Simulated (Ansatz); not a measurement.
Geometry optimisation, Ansatz 0.2.0, RKS PBE0-D4/def2-mTZVP.

input.yaml

```yaml
crystal:
  periodic: [false, false, false]
  atoms:
    - { symbol: "N", position_ang: [-0.3158, 1.1252, 0.9139] }
    - { symbol: C, position_ang: [-0.6207, -0.1653, 0.3837] }
    - { symbol: F, position_ang: [0.0094, -1.0111, 1.2033] }
    - { symbol: C, position_ang: [0.0206, -0.3488, -1.0331] }
    - { symbol: O, position_ang: [1.3576, -0.0962, -1.0728] }
    - { symbol: H, position_ang: [-0.3692, 1.113, 1.9161] }
    - { symbol: H, position_ang: [0.6215, 1.414, 0.651] }
    - { symbol: H, position_ang: [-1.6447, -0.3845, 0.4168] }
    - { symbol: H, position_ang: [-0.5376, 0.3228, -1.7058] }
    - { symbol: H, position_ang: [-0.1913, -1.3943, -1.3288] }
    - { symbol: H, position_ang: [1.7357, -0.6318, -0.3236] }
basis:
  gaussian: { orbitals: def2-mTZVP }
hamiltonian:
  xc: pbe0
  dispersion: d4
relax:
  f_tol: 0.015
  max_steps: 40
```

Run as:

```bash
$ ansatz run input.yaml --threads 2 --pin off --max-ram 3072MiB --backend cpu --events-out ev --progress --plain --runs-dir out
```

Q: Where does it end, and by what steps?

A: The forces met the threshold. After 8 steps the energy has fallen by 0.472 eV; H6 moved furthest, 0.27 Å.

| step | energy less start (eV) | largest force component (eV/Å) | accepted |
| --- | --- | --- | --- |
| 0 | 0.0000 | 3.194 | yes |
| 1 | -0.3742 | 1.395 | yes |
| 2 | -0.4516 | 0.615 | yes |
| 3 | -0.4268 | 0.449 | no |
| 4 | -0.4702 | 0.147 | yes |
| 5 | -0.4709 | 0.074 | yes |
| 6 | -0.4704 | 0.090 | no |
| 7 | -0.4715 | 0.016 | yes |
| 8 | -0.4715 | 0.009 | yes |

```xyz
11
Properties=species:S:1:pos:R:3
N -0.319 1.148 0.875
C -0.560 -0.151 0.406
F 0.074 -1.149 1.215
C -0.015 -0.350 -0.991
O 1.368 -0.076 -1.044
H -0.580 1.263 1.846
H 0.654 1.403 0.746
H -1.626 -0.388 0.456
H -0.506 0.348 -1.671
H -0.236 -1.371 -1.321
H 1.810 -0.736 -0.496
```

Time of the run: 34 s on 2 threads of Arm Neoverse V1, with other jobs on the host, peak memory 0.25 GiB.
